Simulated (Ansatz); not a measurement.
The same path of CH4AlCl (7 atoms, charge 0, multiplicity 1) was run 3 times with different band settings. Lost on the way: Al1–Cl2, Al1–H3. Made: Cl2–H3.

The calculation used RKS B3LYP/def2-SVP (Ansatz).

Relaxed end points:

```xyz
7
Properties=species:S:1:pos:R:3
Al 0.316 0.001 -0.040
Cl 0.520 -0.003 2.073
H 1.664 0.001 -0.863
C -1.468 0.002 -0.824
H -2.027 -0.908 -0.544
H -2.065 0.860 -0.468
H -1.428 0.048 -1.925
```

```xyz
7
Properties=species:S:1:pos:R:3
Al 0.206 0.026 -1.131
Cl 1.738 -0.029 2.229
H 1.958 0.001 0.943
C -1.788 0.004 -1.156
H -2.194 -0.905 -0.670
H -2.214 0.874 -0.619
H -2.194 0.029 -2.187
```

Common settings: spring 5.0 eV/Å²; optimiser quadratic models (default); start path through a guess of the saddle point; force threshold 0.03 eV/Å; end points relaxed.

| run | movable images | climbing image | iteration limit |
| --- | --- | --- | --- |
| 1 | 9 | yes | 60 |
| 2 | 4 | no | 60 |
| 3 | 9 | yes | 10 |

Problem. What does each run give, and how far can it be trusted?

Solution. Run 1: converged after 14 iterations, highest image 3.049 eV above the first end. Neighbouring images differ by up to 1.2 eV, so the band resolves the path poorly. A vibrational analysis at the climbing image gives one clearly imaginary mode, 767i cm⁻¹: a first-order saddle point.
Run 2: converged after 20 iterations, highest image 3.036 eV above the first end. Neighbouring images differ by up to 2.3 eV, so the band resolves the path poorly. No image climbed, so the highest image needn't sit at the top of the path.
Run 3: not converged after 10 iterations, highest image 3.013 eV above the first end. The band didn't meet its force threshold, so its energies are provisional: the largest band force was still 0.52 eV/Å, and over the last iterations the top moved between 3.01 and 3.04 eV.
The orbitals stay closed-shell, which can raise the energy where a bond breaks towards radicals; this wasn't checked here.
